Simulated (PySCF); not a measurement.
Simulated C 1s region for `C1(=C)C=C1` (methylenecyclopropene), binding energy against the vacuum level.

Every computed line was given a Gaussian of 0.5 eV full width at half maximum and an area set by the number of equivalent atoms; the highest printed point is 100. Level of theory: delta-SCF UKS SCAN, pcX-2 on the ionised atom, pcseg-1 elsewhere, spin-free X2C (PySCF).

```json
{"binding energy (eV)": "288.6", "intensity": "0"}
{"binding energy (eV)": "288.7", "intensity": "1"}
{"binding energy (eV)": "288.8", "intensity": "2"}
{"binding energy (eV)": "288.9", "intensity": "6"}
{"binding energy (eV)": "289.0", "intensity": "14"}
{"binding energy (eV)": "289.1", "intensity": "24"}
{"binding energy (eV)": "289.2", "intensity": "32"}
{"binding energy (eV)": "289.3", "intensity": "36"}
{"binding energy (eV)": "289.4", "intensity": "32"}
{"binding energy (eV)": "289.5", "intensity": "23"}
{"binding energy (eV)": "289.6", "intensity": "13"}
{"binding energy (eV)": "289.7", "intensity": "6"}
{"binding energy (eV)": "289.8", "intensity": "2"}
{"binding energy (eV)": "289.9", "intensity": "1"}
{"binding energy (eV)": "290.0", "intensity": "0"}
{"binding energy (eV)": "290.1", "intensity": "0"}
{"binding energy (eV)": "290.2", "intensity": "0"}
{"binding energy (eV)": "290.3", "intensity": "0"}
{"binding energy (eV)": "290.4", "intensity": "0"}
{"binding energy (eV)": "290.5", "intensity": "1"}
{"binding energy (eV)": "290.6", "intensity": "2"}
{"binding energy (eV)": "290.7", "intensity": "7"}
{"binding energy (eV)": "290.8", "intensity": "17"}
{"binding energy (eV)": "290.9", "intensity": "35"}
{"binding energy (eV)": "291.0", "intensity": "60"}
{"binding energy (eV)": "291.1", "intensity": "85"}
{"binding energy (eV)": "291.2", "intensity": "100"}
{"binding energy (eV)": "291.3", "intensity": "97"}
{"binding energy (eV)": "291.4", "intensity": "77"}
{"binding energy (eV)": "291.5", "intensity": "50"}
{"binding energy (eV)": "291.6", "intensity": "26"}
{"binding energy (eV)": "291.7", "intensity": "11"}
{"binding energy (eV)": "291.8", "intensity": "4"}
{"binding energy (eV)": "291.9", "intensity": "1"}
{"binding energy (eV)": "292.0", "intensity": "0"}
```

**Question.** Count the maxima, the lines and the sites behind this envelope.

**Answer.** The curve has 2 maxima (at 289.3 and 291.2 eV). Under it lie 3 lines from 3 inequivalent carbon sites. At this width some lines have no maximum of their own.

**Question.** Decompose the envelope and assign each component. Numbering: `[CH2:1]=[C:2]1[CH:3]=[CH:4]1`.

**Answer.** 
```tsv
position (eV)	relative area	line	atoms	environment
289.30	1	C 1s	C1	terminal =CH2 carbon
291.12	1	C 1s	C2	fully substituted alkene carbon
291.28	2	C 1s	C3/C4	alkene CH carbon
```

Lowest listed C 1s: C1, bonded to C (double bond) and 2 H. Highest, 1.98 eV above it: C3/C4, bonded to C (double bond), C and H. The widest gap between neighbouring values is 1.82 eV, between 289.30 and 291.12 eV. Summing the Pauling electronegativity differences to the bonded atoms, each weighted by its formal bond order, gives -0.70 for the lowest site and -0.35 for the highest; the largest sum, 0.00, belongs to C2, 0.16 eV below the top.

Shake-up satellites, vibrational structure and lifetime widths aren't simulated. Atoms equivalent by their bonding share one computed value, that of the first of them. Spin contamination (⟨S²⟩ against 0.75 for a pure doublet) is marked for C 1s of C3/C4 (0.95), which makes this value less certain. Isolated species at its GFN2-xTB geometry, gas phase.

On an Arm Neoverse V2 with one thread, shared host, this took 8.5 s wall.
